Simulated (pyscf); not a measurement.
Optimised with ωB97X-D3(BJ)/def2-SVP in PySCF. Correlated levels are frozen-core, on RHF or UHF. ΔMP2 is the change of the MP2 total energy from the triple- to the quadruple-zeta basis.

SMILES: N[SiH3]
```xyz
7

N      0.5080     0.6383    -0.5649
Si    -1.0135     0.5014    -1.3861
H      0.5260     0.7919     0.4379
H      1.2798     1.1205    -1.0134
H     -1.8097     1.7664    -1.5146
H     -0.7518     0.0061    -2.7688
H     -1.8585    -0.4740    -0.6376
```

**Question.** What are the homolytic bond dissociation enthalpies (298 K) of `[NH2][SiH3]` at CCSD(T)/def2-TZVPP + ΔMP2(QZVPP), weakest first?

**Answer.** H–Si to H₂N–SiH₂• + H•: 3.94 eV; N–Si to NH₂• + SiH₃•: 4.41 eV; H–N to •HN–SiH₃ + H•: 4.78 eV. Ring and multiple bonds, and those that leave no two simple radicals, are not listed. •HN–SiH₃ lies 0.90 eV over its isomer H₂N–SiH₂•, and others may lie lower still (electronic energy, ωB97M-D3(BJ)). Other isomers of H₂N–SiH₂• were not searched in full and may lie lower. The CCSD(T) − MP2 part came from Ansatz, without density fitting, on the same reference.
